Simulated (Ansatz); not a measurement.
# CH₃Si+ (singlet): the correlation ladder, cc-pVTZ

The task here is to estimate one member of a computed series from the others.

Program: Ansatz 0.2.0, Gaussian basis. Level of theory: cc-pVTZ, core rule «outside noble gas», up to 6 orbitals frozen. These are calculated values, not measurements.

Plan: UHF; CCSD(T) on RHF; BCCD(T) on RHF; CCSDT(Q) on RHF; CASSCF and NEVPT2, 10 electrons in 11 orbitals.

5 further runs of the same task are left out: 1 for a known fault of the program, 4 set aside as unsound or not needed.

### What is computed

The geometry is a PBE0/def2-TZVP stationary point (not a proven minimum) of the parent state, kept for this charge and spin.

5 atoms, charge 1, spin multiplicity 1.

Atoms are counted from 1 here; the program's logs count them from 0.

Bond lengths: Si1–C2 1.889 Å, C2–H3 1.094 Å, C2–H4 1.094 Å, C2–H5 1.104 Å. Angles: Si1–C2–H3 114.9°, Si1–C2–H4 114.9°, Si1–C2–H5 103.3°, H3–C2–H4 109.8°, H3–C2–H5 106.5°, H4–C2–H5 106.5°.

The first run:

File in.yaml:

```yaml
crystal:
  periodic: [false, false, false]
  atoms:
    - {symbol: Si, position_ang: [-0.001312, 0.000000, 0.686035]}
    - {symbol: C, position_ang: [-0.011727, 0.000000, -1.202731]}
    - {symbol: H, position_ang: [-0.442590, -0.894419, -1.661140]}
    - {symbol: H, position_ang: [-0.442590, 0.894419, -1.661140]}
    - {symbol: H, position_ang: [1.061461, 0.000000, -1.461718]}
basis:
  gaussian: {orbitals: cc-pVTZ}
total_charge: 1
magnetization: {spin_polarized: true, initial_magnetization: 0}
hamiltonian: {xc: hf}
output: {orbitals: {seedname: orbitals}}
```

Started as:

```sh
ansatz run in.yaml --threads 1 --pin off --events-out ev --progress --plain --max-ram 4096MiB --backend cpu
```

Steps of the session up to this table: UHF; CCSD(T) on RHF; BCCD(T) on RHF; CCSDT(Q) on RHF; CASSCF and NEVPT2, 10 electrons in 11 orbitals.

One table of the session follows, with a row left open; its other results are not shown here.

| method | from RCCSDT(Q) (kJ/mol) |
| --- | --- |
| RHF | ? |
| RMP2 | +110.0 |
| RCCSD | +30.1 |
| RCCSD(T) | +3.2 |
| BCCD(T) | +3.0 |
| RCCSDT | +1.2 |
| RCCSDT(Q) | 0 |
| CASSCF valence | +445.1 |
| NEVPT2 valence | +111.8 |

**Question.** Estimate the row for RHF.

As computed: from RCCSDT(Q) (kJ/mol): +759.6. In the column «from RCCSDT(Q) (kJ/mol)» it is the highest.
